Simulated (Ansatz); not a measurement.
Geometry optimisation, RKS PBE0/def2-SVP in Ansatz 0.2.0.

input.yaml

```yaml
crystal:
  periodic: [false, false, false]
  atoms:
    - { symbol: Si, position_ang: [0.0, 0.0, 0.0] }
    - { symbol: F, position_ang: [0.9996, 0.0, 1.4848] }
    - { symbol: H, position_ang: [1.6189, 0.0, 0.3673] }
    - { symbol: H, position_ang: [-0.6877, 1.1914, -0.4862] }
    - { symbol: C, position_ang: [-0.8808, -1.5259, -0.6227] }
    - { symbol: H, position_ang: [-1.3804, -2.0377, 0.2261] }
    - { symbol: H, position_ang: [-1.6409, -1.2332, -1.3768] }
    - { symbol: H, position_ang: [-0.1449, -2.2146, -1.0879] }
basis:
  gaussian: { orbitals: def2-SVP }
hamiltonian:
  xc: pbe0
relax:
  f_tol: 0.15
  max_steps: 25
  restrain:
    - { distance: [1, 2], at: 2.12, k: 30.0 }
    - { distance: [0, 1], at: 1.59, k: 30.0 }
    - { distance: [0, 2], at: 1.46, k: 30.0 }
output:
  orbitals: {}
```

Run as:

```bash
$ ansatz run input.yaml --threads 1 --pin off --max-ram 2048MiB --backend cpu --events-out ev --progress --plain --runs-dir out
```

Question: Where does it end, and by what steps?

Answer: It converged. The restraints hold the end off the free minimum. After 7 steps the energy has fallen by 4.020 eV (the restraints' own energy left out); H3 moved furthest, 0.87 Å.

```csv
step,energy less start (eV),largest force component (eV/Å),accepted
0,0.0000,4.220,yes
1,-1.9431,3.339,yes
2,-3.1263,2.334,yes
3,-3.8676,1.311,yes
4,-3.9347,1.624,yes
5,-4.0078,1.804,yes
6,-4.0176,1.720,yes
7,-4.0200,1.735,yes
```

```xyz
8
Properties=species:S:1:pos:R:3
Si 0.144 -0.022 0.065
F 0.749 -0.251 1.529
H 1.480 0.191 -0.469
H -0.726 1.190 0.042
C -0.788 -1.503 -0.565
H -1.670 -1.696 0.066
H -1.144 -1.323 -1.593
H -0.161 -2.407 -0.569
```

The run took 10 s on 1 thread of Intel(R) Xeon(R) 6975P-C (Granite Rapids), with other jobs on the host, peak memory 0.16 GiB.
